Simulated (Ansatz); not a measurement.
# AlPN+ (singlet): wave-function methods side by side, cc-pVDZ

One table from this session's results is given with a row withheld; the runs are named, their logs left out.

The runs use Ansatz 0.2.0, Gaussian basis; cc-pVDZ, core rule «outside noble gas», up to 11 orbitals frozen.

The runs, in order: UHF; CCSD(T) on RHF; CCSD(T) on UHF; BCCD(T) on RHF; CISD; CCSDT(Q) on RHF; CCSDT(Q) on UHF; CASSCF and MRCISD+Q, 8 electrons in 10 orbitals; CASSCF and MRCISD+Q(relaxed), 8 electrons in 10 orbitals; CASSCF and NEVPT2, 8 electrons in 10 orbitals.

31 further runs of the same task are left out: 10 for a known fault of the program, 8 that didn't finish, 13 set aside as unsound or not needed.

## The geometry

The geometry is a PBE0/def2-TZVP stationary point (not a proven minimum) of the parent state, kept for this charge and spin.

3 atoms, charge 1, spin multiplicity 1.

Atoms are counted from 1 here; the program's logs count them from 0.

Bond lengths: Al1–N3 1.822 Å, P2–N3 1.528 Å. Angles: Al1–N3–P2 180.0°.

The first run:

File in.yaml:

```yaml
crystal:
  periodic: [false, false, false]
  atoms:
    - {symbol: Al, position_ang: [0.000000, 0.000000, 1.723793]}
    - {symbol: P, position_ang: [0.000000, 0.000000, -1.626028]}
    - {symbol: N, position_ang: [0.000000, 0.000000, -0.097765]}
basis:
  gaussian: {orbitals: cc-pVDZ}
total_charge: 1
magnetization: {spin_polarized: true, initial_magnetization: 0}
hamiltonian: {xc: hf}
output: {orbitals: {seedname: orbitals}}
```

Command:

```bash
$ ansatz run in.yaml --threads 1 --pin off --events-out ev --progress --plain --max-ram 2393MiB
```

Steps of the session up to this table: UHF; CCSD(T) on RHF; CCSD(T) on UHF; BCCD(T) on RHF; CISD; CCSDT(Q) on RHF; CCSDT(Q) on UHF; CASSCF and MRCISD+Q, 8 electrons in 10 orbitals; CASSCF and MRCISD+Q(relaxed), 8 electrons in 10 orbitals; CASSCF and NEVPT2, 8 electrons in 10 orbitals.

One table of the session follows, with a row left open; its other results are not shown here.

```
                   method  from RCCSDT(Q) (kJ/mol)
                      RHF                   +928.2
                      UHF                   +918.8
                     RMP2                    +95.4
                     CISD                        ?
                    RCCSD                    +51.8
                 RCCSD(T)                     +7.0
                  BCCD(T)                     +6.9
                   RCCSDT                     +6.3
                RCCSDT(Q)                        0
           CASSCF valence                   +512.5
           NEVPT2 valence                   +112.6
           MRCISD valence                    +42.2
         MRCISD+Q valence                     +4.4
MRCISD+Q(relaxed) valence                     +1.1
```

Estimate the missing values for CISD.

**Answer.** from RCCSDT(Q) (kJ/mol): +154.7. In the column «from RCCSDT(Q) (kJ/mol)» it lies between NEVPT2 valence (+112.6) and CASSCF valence (+512.5).

Not comparable, so not listed: CCSD(T) on UHF; CCSDT(Q) on UHF (they don't share determinant, frozen orbitals or solution with the rows shown, or repeat one).

To keep in mind: Warnings: restricted reference is unstable; spin contamination; large T1 diagnostic.
